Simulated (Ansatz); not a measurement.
## Ansatz (development build ahead of 0.2.0) run

```yaml
crystal:
  periodic: [false, false, false]
  atoms:
    - { symbol: C, position_ang: [0.0, 0.0, 0.0] }
    - { symbol: S, position_ang: [0.0, 0.0, 3.738] }
basis:
  gaussian: { orbitals: pcseg-2 }
magnetization:
  initial_magnetization: 2
hamiltonian:
  xc: { name: r2SCAN0 }
```

The input is written out in the form of the current development build from the run's settings.

Results

- Converged: yes
- Total energy: -435.84648 hartree
- Spin squared of the determinant: 2.000
- Stability test: minimum among restricted orbitals

Caution: stretched shape with no unrestricted run beside it, a lower state can exist; charge can spread falsely over distant fragments.
